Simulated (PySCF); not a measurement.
## How the functional moves excitation energies

Species: C4H6S.
Z-matrix (Å and degrees, PBE0-D3(BJ)/def2-SVP geometry), rows numbered from 1:
```
C 
C   1  1.3333
C   2  1.4956  1  116.85
S   3  1.8300  2  105.97  1    -0.20
C   1  1.4956  2  116.85  3     0.05
H   1  1.0939  2  123.10  3  -179.95
H   2  1.0939  1  123.09  3   179.93
H   3  1.1034  2  111.76  1  -120.10
H   3  1.1035  2  111.73  1   119.74
H   5  1.1035  1  111.74  2   120.03
H   5  1.1035  1  111.74  2  -119.84
```

Linear-response calculations in the def2-SVPD basis (PySCF; singlets by full response, triplets Tamm–Dancoff, core orbitals frozen in the response; HF means time-dependent Hartree–Fock). 'Strongest' is the level of largest summed f among the singlets computed (10 roots, of which the last may lack a degenerate partner); it can jump between rows when another state enters that window. S1 is the lowest singlet of each run and needn't be the same state throughout; f(S1) is that of one state. Isolated species at its PBE0-D3(BJ)/def2-SVP geometry, gas phase.

| functional | kind | S1 (eV) | f(S1) | strongest (eV) | T1 (eV) | HOMO (eV) | gap (eV) | ionisation energy, ΔSCF (eV) |
| --- | --- | --- | --- | --- | --- | --- | --- | --- |
| LDA | LDA | 4.05 | 0.006 | 6.71 | 3.92 | -5.09 | 3.99 | 8.29 |
| PBE | GGA | 4.18 | 0.006 | 6.03 | 4.01 | -5.03 | 4.12 | 8.18 |
| B3LYP | global hybrid, 20% exact exchange | 4.97 | 0.009 | 7.14 | 4.31 | -6.02 | 5.92 | 8.40 |
| PBE0 | global hybrid, 25% exact exchange | 5.16 | 0.011 | 7.25 | 4.24 | -6.23 | 6.37 | 8.40 |
| BHandHLYP | global hybrid, 50% exact exchange | 5.36 | 0.000 | 7.35 | 4.20 | -7.32 | 8.54 | 8.41 |
| CAM-B3LYP | range-separated hybrid | 5.19 | 0.000 | 7.29 | 4.30 | -7.56 | 8.88 | 8.51 |
| wB97X-D | range-separated hybrid | 5.27 | 0.000 | 7.31 | 4.41 | -8.09 | 10.07 | 8.52 |
| LC-wPBE | range-separated hybrid | 5.36 | 0.000 | 7.54 | 4.17 | -8.94 | 11.26 | 8.62 |
| HF | Hartree–Fock | 5.71 | 0.000 | 7.15 | 3.72 | -9.01 | 11.61 | not settled |

S1 runs from 4.05 eV (LDA) to 5.71 eV (HF), a spread of 1.65 eV, while the orbital gap spreads over 7.6 eV. Along PBE (0%), B3LYP (20%), PBE0 (25%), BHandHLYP (50%), HF (100%) S1 rises with the share of exact exchange. −ε(HOMO) comes closest to its own ΔSCF ionisation energy with LC-wPBE (+0.32 eV) and misses most with LDA (-3.20 eV). 'Not settled' means that the ion's SCF failed to converge or may have ended in another state than the lowest.
